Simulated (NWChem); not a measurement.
# triplet Si3H8 at 3 levels

Aim: a comparison of 3 runs (UHF/STO-3G, UHF/3-21G, UB3LYP/6-31G*) of triplet Si3H8. 

The calculation is run with NWChem 7.3.0.

44 further runs of the same task are left out: 44 set aside as unsound or not needed.

## 1. Starting point

Si3H8: 11 atoms, total charge 0, spin state triplet. SMILES of the parent species: `[SiH3][SiH2][SiH3]`. The shape is that of a PBE0-D4/def2-TZVP optimisation. That shape belongs to the parent species and isn't relaxed for this state.

Bond lengths: Si1–Si2 2.338 Å, Si2–Si3 2.338 Å, Si1–H4 1.488 Å, Si1–H5 1.488 Å, Si1–H6 1.488 Å, Si2–H7 1.490 Å, Si2–H8 1.490 Å, Si3–H9 1.488 Å, Si3–H10 1.488 Å, Si3–H11 1.488 Å. Some angles: Si1–Si2–Si3 110.4°, Si1–Si2–H7 109.6°, Si1–Si2–H8 109.6°, Si3–Si2–H7 109.6°, Si3–Si2–H8 109.6°, Si2–Si1–H4 111.2°, Si2–Si1–H5 109.8°, Si2–Si1–H6 109.8°, Si2–Si3–H9 109.8°, Si2–Si3–H10 109.8°.

## 2. The energy at UHF/STO-3G (run 1)

a.nw

```
START a
TITLE "H8Si3 hf"
memory 2200 mb

GEOMETRY noautosym nocenter noautoz
  Si   -1.292570    1.366730   -0.525270
  Si   -0.462570   -0.807300   -0.296320
  Si    1.631930   -0.774400    0.742750
  H    -2.625850    1.367720   -1.185120
  H    -0.354030    2.180440   -1.344070
  H    -1.422540    2.000090    0.814640
  H    -0.343400   -1.440160   -1.640160
  H    -1.410380   -1.620800    0.516390
  H     1.515950   -0.154940    2.090430
  H     2.583820    0.031780   -0.068050
  H     2.179610   -2.149160    0.894770
END

BASIS spherical bse
  * library STO-3G
END

SCF
  nopen 2
  uhf
  thresh 1e-08
  maxiter 80
END

TASK scf
```

Command:

```
$ nwchem a.nw > a.out
```

Log:

```text
[...]
  functions       =    35
[...]
  wavefunction    = UHF
[...]
         Total SCF energy =   -861.141961000652
      One electron energy =  -1585.510509018591
      Two electron energy =    531.250696912199
 Nuclear repulsion energy =    193.117851105740
                       Sz =      1.0000
                 Sz(Sz+1) =      2.0000
                      S^2 =      2.0046
[...]
```

Run time: 8.4 s. Hardware: 1 thread of Intel Xeon 6975P-C (Granite Rapids), shared host; peak memory 0.1 GiB.

## 3. A single-point energy at UHF/3-21G (run 2)

h8si3.nw

```
start h8si3
title "H8Si3"
memory total 2200 mb
geometry units angstroms noautosym nocenter noautoz
  Si    -1.292570     1.366730    -0.525270
  Si    -0.462570    -0.807300    -0.296320
  Si     1.631930    -0.774400     0.742750
  H     -2.625850     1.367720    -1.185120
  H     -0.354030     2.180440    -1.344070
  H     -1.422540     2.000090     0.814640
  H     -0.343400    -1.440160    -1.640160
  H     -1.410380    -1.620800     0.516390
  H      1.515950    -0.154940     2.090430
  H      2.583820     0.031780    -0.068050
  H      2.179610    -2.149160     0.894770
end
basis spherical bse
  * library 3-21G
end
scf
  triplet
  uhf
  thresh 1e-08
  maxiter 80
end
task scf
```

Command:

```
$ nwchem h8si3.nw > h8si3.out
```

Log:

```text
[...]
  functions       =    55
[...]
  wavefunction    = UHF
[...]
         Total SCF energy =   -866.541002403530
      One electron energy =  -1586.099626185448
      Two electron energy =    526.440772676178
 Nuclear repulsion energy =    193.117851105740
                       Sz =      1.0000
                 Sz(Sz+1) =      2.0000
                      S^2 =      2.0143
[...]
```

Wall time 16 s (1 thread of Intel Xeon 6975P-C (Granite Rapids), shared host); peak memory 0.1 GiB.

## 4. A single-point energy at UB3LYP/6-31G(d) (Cartesian functions) (run 3)

h8si3.xyz

```xyz
11
H8Si3
Si    -1.292570     1.366730    -0.525270
Si    -0.462570    -0.807300    -0.296320
Si     1.631930    -0.774400     0.742750
H     -2.625850     1.367720    -1.185120
H     -0.354030     2.180440    -1.344070
H     -1.422540     2.000090     0.814640
H     -0.343400    -1.440160    -1.640160
H     -1.410380    -1.620800     0.516390
H      1.515950    -0.154940     2.090430
H      2.583820     0.031780    -0.068050
H      2.179610    -2.149160     0.894770
```

run.py

```python
from ase.io import read
from ase.calculators.nwchem import NWChem

molecule = read('h8si3.xyz')

calc = NWChem(
    label='h8si3',
    theory='dft',
    memory='2200 mb',
    basis='6-31G*',
    dft={'xc': 'b3lyp', 'mult': '3', 'grid': 'xfine', 'convergence': 'energy 1e-08', 'iterations': '100', 'mulliken': None, 'print': 'low'},
    task='energy',
)
molecule.calc = calc

print("Total energy (eV):", round(molecule.get_potential_energy(), 6))
```

Command:

```
$ export ASE_NWCHEM_COMMAND="nwchem PREFIX.nwi > PREFIX.nwo"
$ python run.py
```

Log:

```text
Total energy (eV): -23757.061551
```

The calculator wrote h8si3.nwi:

```
title "h8si3"

permanent_dir h8si3

scratch_dir h8si3

start h8si3

geometry units angstrom nocenter noautosym noautoz
  Si -1.2925700000000000e+00 1.3667300000000000e+00 -5.2527000000000001e-01
  Si -4.6256999999999998e-01 -8.0730000000000002e-01 -2.9631999999999997e-01
  Si 1.6319300000000001e+00 -7.7439999999999998e-01 7.4275000000000002e-01
  H  -2.6258499999999998e+00 1.3677200000000000e+00 -1.1851200000000000e+00
  H  -3.5403000000000001e-01 2.1804399999999999e+00 -1.3440700000000001e+00
  H  -1.4225399999999999e+00 2.0000900000000001e+00 8.1464000000000003e-01
  H  -3.4339999999999998e-01 -1.4401600000000001e+00 -1.6401600000000001e+00
  H  -1.4103800000000000e+00 -1.6208000000000000e+00 5.1639000000000002e-01
  H  1.5159499999999999e+00 -1.5493999999999999e-01 2.0904300000000000e+00
  H  2.5838199999999998e+00 3.1780000000000003e-02 -6.8049999999999999e-02
  H  2.1796099999999998e+00 -2.1491600000000002e+00 8.9476999999999995e-01
end

memory 2200 mb

basis noprint
   * library 6-31G*
end

dft
  xc b3lyp
  mult 3
  grid xfine
  convergence energy 1e-08
  iterations 100
  mulliken
  print low
end

task dft energy
```

h8si3.nwo (excerpt; [...] marks lines left out):

```text
[...]
         Total DFT energy =     -873.055916007617
      One electron energy =    -1592.146395118582
           Coulomb energy =      591.675470124868
    Exchange-Corr. energy =      -65.702842119643
 Nuclear repulsion energy =      193.117851105740
[... 29 lines left out ...]
     -------------------------------------------
      Total Density - Lowdin Population Analysis
[...]
      <S2> =      2.0036 (Exact =     2.0000)
[...]
```

Wall time 52 s (1 thread of Intel Xeon 6975P-C (Granite Rapids), shared host); peak memory 0.15 GiB.

## 5. All runs side by side

```csv
run,level,Cartesian functions,iteration cap,energy (Eh),dipole moment (D),HOMO energy (eV),LUMO energy (eV),wall time
1,UHF/STO-3G,no,80,-861.141961,0.33,0.52,1.55,8.4 s
2,UHF/3-21G,no,80,-866.541002,0.05,-3.31,-2.95,16 s
3,UB3LYP/6-31G* (Cartesian functions),yes,100,-873.055916,–,–,–,52 s
```

## 6. Results

| quantity | value |
| --- | --- |
| run 3: total energy | -873.05592 Eh |
| run 3: ⟨S²⟩ | 2.004 |

What this shows: In run 1 the basis is minimal, so the values are rough. All runs together took 77 s, the longest 52 s.
